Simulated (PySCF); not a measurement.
ethane (C2H6), SMILES CC. Geometry: PBE-D3(BJ)/def2-TZVP.

Computed equilibrium geometry at PBE-D3(BJ)/def2-TZVP (PySCF confirms it by a frequency run) as bond lengths and angles, and its point group:
point group D3d.
Atoms: C1 C2 H3 H4 H5 H6 H7 H8. Bonded distances (Å): C1–C2 1.528, C1–H3 1.100, C1–H4 1.100, C1–H5 1.100, C2–H6 1.100, C2–H7 1.100, C2–H8 1.100. Bond angles (°): C2–C1–H3 111.4, C2–C1–H4 111.4, C2–C1–H5 111.4, H3–C1–H4 107.4, H3–C1–H5 107.4, H4–C1–H5 107.4, C1–C2–H6 111.4, C1–C2–H7 111.4, C1–C2–H8 111.4, H6–C2–H7 107.4, H6–C2–H8 107.4, H7–C2–H8 107.4.
Charge 0, spin multiplicity 1.
